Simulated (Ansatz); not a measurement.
The input, for Ansatz 0.2.0:

```yaml
crystal:
  periodic: [false, false, false]
  atoms:
    - {symbol: Al, position_ang: [0.000000, 0.000000, 1.600652]}
    - {symbol: O, position_ang: [0.000000, 0.000000, -0.269731]}
    - {symbol: H, position_ang: [0.000000, 0.000000, -1.330921]}
basis:
  gaussian: {orbitals: 6-31G}
magnetization: {spin_polarized: false}
correlation: {method: ccsdt_q, electrons: outside_noble_gas}
```

```sh
$ ansatz run in.yaml --threads 1 --pin off --events-out ev --progress --plain --max-ram 2393MiB
```

Log:

```
441 factors; integrals over basis functions are off by at most 1.0e-7 eV
mean field evaluation 1: about -8631.9504 eV, gradient 3.9e1 eV
mean field evaluation 2: about -8631.9532 eV, gradient 3.9e1 eV
mean field evaluation 4: about -8635.1247 eV, gradient 1.6e0 eV
mean field evaluation 8: about -8635.1420 eV, gradient 1.1e-1 eV
mean field evaluation 16: about -8633.0828 eV, gradient 3.3e1 eV
mean field -8635.14208116 eV, -317.3356183730 hartree, gradient 1.8e-6 eV, S^2 0.000000; 0 other end points of the search recorded, 0 dependent functions left out
6 core orbitals not correlated: weight in the atoms' cores, before any rotation towards them, 1.000 or more for the frozen orbitals, at most 0.000 for the correlated occupied ones
reference -8635.14208116 eV, -317.3356183730 hartree; 5, 5 occupied and 13, 13 virtual orbitals, 441 factors
second order -4.38460811 eV of doubles, -0.00000000 eV of singles
cycle   1  -4.38331926 eV  change    1.3e-3 eV  update   1.1e-1
cycle   2  -4.63452946 eV  change   -2.5e-1 eV  update   6.8e-2
cycle   3  -4.81349608 eV  change   -1.8e-1 eV  update   3.6e-2
cycle   4  -4.82121839 eV  change   -7.7e-3 eV  update   1.2e-2
cycle   5  -4.81373690 eV  change    7.5e-3 eV  update   6.8e-3
cycle   6  -4.81638269 eV  change   -2.6e-3 eV  update   3.2e-3
cycle   7  -4.81767747 eV  change   -1.3e-3 eV  update   9.6e-4
cycle   8  -4.81723042 eV  change    4.5e-4 eV  update   4.3e-4
cycle   9  -4.81720495 eV  change    2.5e-5 eV  update   1.4e-4
cycle  10  -4.81731957 eV  change   -1.1e-4 eV  update   9.3e-5
cycle  11  -4.81726410 eV  change    5.5e-5 eV  update   3.4e-5
cycle  12  -4.81726977 eV  change   -5.7e-6 eV  update   1.3e-5
cycle  13  -4.81727091 eV  change   -1.1e-6 eV  update   5.5e-6
cycle  14  -4.81726903 eV  change    1.9e-6 eV  update   1.6e-6
cycle  15  -4.81726879 eV  change    2.3e-7 eV  update   6.8e-7
perturbative correction -0.02519045 eV, -0.0009257321 hartree
Total energy: -8639.98454040 eV, -317.5135754679 hartree
```

For the same geometry and basis full CI lies 4.9 meV higher.

Ran on 1 thread of AMD EPYC 7R43, shared host: 1.6 s wall, 0.1 GiB peak host memory.
